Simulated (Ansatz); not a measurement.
Cartesian coordinates (Å):
SMILES: C[C]=O
```xyz
6

C     -0.4626     0.0239    -0.0125
C      0.9830    -0.0189    -0.4274
O      1.9530    -0.1197     0.2536
H     -0.9989    -0.7869    -0.5252
H     -0.8989     0.9680    -0.3685
H     -0.5757    -0.0664     1.0801
```
Charge 0, spin multiplicity 2.

All values below come from frozen-core CCSD(T)/cc-pVTZ // PBE-D3(BJ)/def2-TZVP (Ansatz, a first-principles code).

The HF energy is -152.35458 Ha and the MP2 correlation energy is -0.53882 Ha.

Question: Estimate the CCSD correlation energy, the (T) correction, the total energy and the T1 diagnostic.

Answer: 
```json
{
 "CCSD correlation energy": "-0.55664 Ha",
 "(T) correction": "-0.02449 Ha",
 "CCSD(T) total energy": "-152.93570 Ha",
 "T1 diagnostic": "0.020"
}
```
